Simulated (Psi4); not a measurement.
**singlet [C2F3]−: levels of theory compared**

Aim: a comparison of 6 runs (B3LYP/aug-cc-pVDZ, BHLYP/aug-cc-pVDZ, BLYP/aug-cc-pVDZ, CAM-B3LYP/aug-cc-pVDZ, PBE0/aug-cc-pVDZ, revPBE/aug-cc-pVDZ) of singlet [C2F3]−. 

The results are computed with Psi4 1.11.

7 further runs of the same task are left out: 7 that didn't finish.

## (1) The structure to begin with

[C2F3]− has 5 atoms, charge -1, and is taken as a singlet. SMILES of the parent species: `F[C]=C(F)F`. Geometry: relaxed at PBE0-D4/def2-TZVP. That shape belongs to the parent species and isn't relaxed for this state.

Bond lengths: F1–C2 1.297 Å, C2–C3 1.311 Å, C3–F4 1.317 Å, C3–F5 1.311 Å. Angles: F1–C2–C3 129.8°, C2–C3–F4 124.9°, C2–C3–F5 123.2°, F4–C3–F5 111.9°.

## (2) The energy at B3LYP/aug-cc-pVDZ (run 1)

Input file c2f3.in:

```
memory 2.2 GB

molecule mol {
  -1 1
  F      0.577720    -1.033470     1.511080
  C      0.506940     0.038840     0.785720
  C     -0.126500     0.247860    -0.343200
  F     -0.848620    -0.650470    -0.980670
  F     -0.109540     1.397240    -0.972920
  units angstrom
  symmetry c1
  no_reorient
  no_com
}

set {
  puream true
  e_convergence 1e-09
  d_convergence 1e-08
  scf_type pk
  dft_radial_points 99
  dft_spherical_points 590
}

result, w = energy("b3lyp/aug-cc-pVDZ", return_wfn=True)
```

Run with:

```sh
$ psi4 -i c2f3.in -o c2f3.out -n 1
```

c2f3.out:

```text
[...]
  Running in c1 symmetry.
[...]
  Nuclear repulsion =  163.403943792540275
[...]
  Multiplicity = 1
[...]
  Nalpha       = 20
  Nbeta        = 20
[...]
    Number of basis functions: 115
[...]
   @RKS iter   1:  -375.42471046437419   -3.36195e-02   6.12820e-03 DIIS/ADIIS
[...]
   @RKS iter  14:  -375.69708236429932   -1.42109e-12   2.32603e-09 DIIS
[...]
  @RKS Final Energy:  -375.69708236429932
   => Energetics <=
    Nuclear Repulsion Energy =            163.4039437925402751
    One-Electron Energy =                -853.3662178907818543
    Two-Electron Energy =                 348.5883246011212577
    DFT Exchange-Correlation Energy =     -34.3231328671790266
    Empirical Dispersion Energy =           0.0000000000000000
    VV10 Nonlocal Energy =                  0.0000000000000000
    Total Energy =                       -375.6970823642993196
[...]
 Multipole Moments:
 ------------------------------------------------------------------------------------
     Multipole            Electronic (a.u.)      Nuclear  (a.u.)        Total (a.u.)
 ------------------------------------------------------------------------------------
 L = 1.  Multiply by 2.5417464519 to convert [e a0] to [Debye]
 Dipole X            :          1.2975357           -2.1567822           -0.8592465
 Dipole Y            :          1.0423723           -1.6253534           -0.5829812
 Dipole Z            :          1.4722960           -2.5085547           -1.0362588
 Magnitude           :                                                    1.4669710
[...]
```

It took 16 s on 1 thread of Intel Xeon 6975P-C (Granite Rapids), shared host; peak memory 0.78 GiB.

## (3) Energy and gradient at BHLYP/aug-cc-pVDZ (run 2)

Input file calc.in:

```
memory 2200 MB

molecule geom {
  -1 1
  F
  C 1 r2
  C 2 r3 1 a3
  F 3 r4 2 a4 1 d4
  F 3 r5 2 a5 1 d5

  r2 = 1.296536
  r3 = 1.311257
  a3 = 129.78232
  r4 = 1.317126
  a4 = 124.94673
  d4 = 0.00555
  r5 = 1.31069
  a5 = 123.17343
  d5 = -179.9956
  symmetry c1
  no_reorient
  no_com
}

set puream true
set e_convergence 1e-09
set d_convergence 1e-08
set scf_type pk
set dft_radial_points 99
set dft_spherical_points 590

E, wfn = gradient('bhhlyp/aug-cc-pVDZ', return_wfn=True)
```

Run with:

```sh
$ psi4 -i calc.in -o calc.out -n 1
```

calc.out:

```text
[...]
  Running in c1 symmetry.
[...]
  Nuclear repulsion =  163.403984333846466
[...]
  Multiplicity = 1
[...]
  Nalpha       = 20
  Nbeta        = 20
[...]
    Number of basis functions: 115
[...]
   @RKS iter   1:  -375.36068819469887   -2.80825e-01   4.98235e-03 DIIS/ADIIS
[...]
   @RKS iter  14:  -375.53719915677016   -1.59162e-12   1.48547e-09 DIIS
[...]
  @RKS Final Energy:  -375.53719915677016
   => Energetics <=
    Nuclear Repulsion Energy =            163.4039843338464664
    One-Electron Energy =                -853.6007099980324710
    Two-Electron Energy =                 336.6224721327478164
    DFT Exchange-Correlation Energy =     -21.9629456253319368
    Empirical Dispersion Energy =           0.0000000000000000
    VV10 Nonlocal Energy =                  0.0000000000000000
    Total Energy =                       -375.5371991567701571
[...]
  -Total Gradient:
     Atom            X                  Y                   Z
    ------   -----------------  -----------------  -----------------
       1       -0.000004997807     0.033562486800     0.068761423018
       2        0.000009113291    -0.062171240023    -0.100846980374
       3       -0.000001815739    -0.042924522596     0.074015634515
       4       -0.000001397076     0.062564697380    -0.006392094468
       5       -0.000000903687     0.008955301242    -0.035543969208
[...]
```

Run time: 29 s. Hardware: 1 thread of Intel Xeon 6975P-C (Granite Rapids), shared host; peak memory 0.77 GiB.

Runs 3 to 5 aren't shown in full; the table further down has their settings and results.

## (4) A single-point energy at revPBE/aug-cc-pVDZ (run 6)

Input file c2f3.py:

```python
import psi4

psi4.set_memory('2200 MB')
psi4.set_num_threads(1)
psi4.core.set_output_file('output.dat', False)

molecule = psi4.geometry("""
-1 1
F      0.577720    -1.033470     1.511080
C      0.506940     0.038840     0.785720
C     -0.126500     0.247860    -0.343200
F     -0.848620    -0.650470    -0.980670
F     -0.109540     1.397240    -0.972920
symmetry c1
no_reorient
no_com
""")

psi4.set_options({
    'basis': 'aug-cc-pVDZ',
    'puream': True,
    'e_convergence': 1e-09,
    'd_convergence': 1e-08,
    'scf_type': 'pk',
    'dft_radial_points': 99,
    'dft_spherical_points': 590,
})

e_tot, wfn = psi4.energy("REVPBE", molecule=molecule, return_wfn=True)
psi4.oeprop(wfn, "DIPOLE", "MAYER_INDICES", "MULLIKEN_CHARGES", title="REVPBE")
print('E =', round(e_tot, 9))
```

Run with:

```sh
$ python c2f3.py
```

output.dat:

```text
[...]
  Running in c1 symmetry.
[...]
  Nuclear repulsion =  163.403943792540275
[...]
  Multiplicity = 1
[...]
  Nalpha       = 20
  Nbeta        = 20
[...]
    Number of basis functions: 115
[...]
   @RKS iter   1:  -375.21880636484656    1.53003e-01   6.94112e-03 ADIIS/DIIS
[...]
   @RKS iter  14:  -375.57865534894341   -1.93268e-12   2.43423e-09 DIIS
[...]
  @RKS Final Energy:  -375.57865534894341
   => Energetics <=
    Nuclear Repulsion Energy =            163.4039437925402751
    One-Electron Energy =                -853.0829657949292368
    Two-Electron Energy =                 356.4048197870966419
    DFT Exchange-Correlation Energy =     -42.3044531336511085
    Empirical Dispersion Energy =           0.0000000000000000
    VV10 Nonlocal Energy =                  0.0000000000000000
    Total Energy =                       -375.5786553489434141
[...]
 Multipole Moments:
 ------------------------------------------------------------------------------------
     Multipole            Electronic (a.u.)      Nuclear  (a.u.)        Total (a.u.)
 ------------------------------------------------------------------------------------
 L = 1.  Multiply by 2.5417464519 to convert [e a0] to [Debye]
 Dipole X            :          1.2517186           -2.1567822           -0.9050636
 Dipole Y            :          1.0066154           -1.6253534           -0.6187380
 Dipole Z            :          1.4197057           -2.5085547           -1.0888491
 Magnitude           :                                                    1.5451761
[...]
```

On the terminal:

```text
E = -375.578655349
```

Wall time 16 s (1 thread of Intel Xeon 6975P-C (Granite Rapids), shared host); peak memory 0.78 GiB.

## (5) The series

| run | level | task | energy (Eh) | HOMO energy (eV) | LUMO energy (eV) | HOMO–LUMO gap (eV) | wall time |
| --- | --- | --- | --- | --- | --- | --- | --- |
| 1 | B3LYP/aug-cc-pVDZ | energy | -375.697082 | 0.90 | 4.11 | 3.21 | 16 s |
| 2 | BHLYP/aug-cc-pVDZ | gradient | -375.537199 | -0.50 | 4.61 | 5.11 | 29 s |
| 3 | BLYP/aug-cc-pVDZ | energy | -375.653529 | 1.99 | 3.81 | 1.82 | 14 s |
| 4 | CAM-B3LYP/aug-cc-pVDZ | gradient | -375.594016 | -0.69 | 4.70 | 5.40 | 34 s |
| 5 | PBE0/aug-cc-pVDZ | energy | -375.324337 | 0.77 | 4.35 | 3.58 | 19 s |
| 6 | revPBE/aug-cc-pVDZ | energy | -375.578655 | 2.01 | 3.74 | 1.73 | 16 s |

## (6) Outcome

```
                                                    quantity          value
                                         run 6: total energy  -375.57866 Eh
                                          run 6: HOMO energy        2.01 eV
                                          run 6: LUMO energy        3.74 eV
run 6: HOMO–LUMO gap (to an unbound level, set by the basis)        1.73 eV
```

The HOMO–LUMO gap runs from 1.73 eV (revPBE/aug-cc-pVDZ) to 5.40 eV (CAM-B3LYP/aug-cc-pVDZ). The empty levels of an anion lie above zero and hang on the basis. Totals of different functionals can't be ranked against each other. In runs 1, 3, 5, 6 the HOMO lies above zero, so the outermost electron may be held by the basis alone. All runs together took 2.1 min, the longest 34 s.
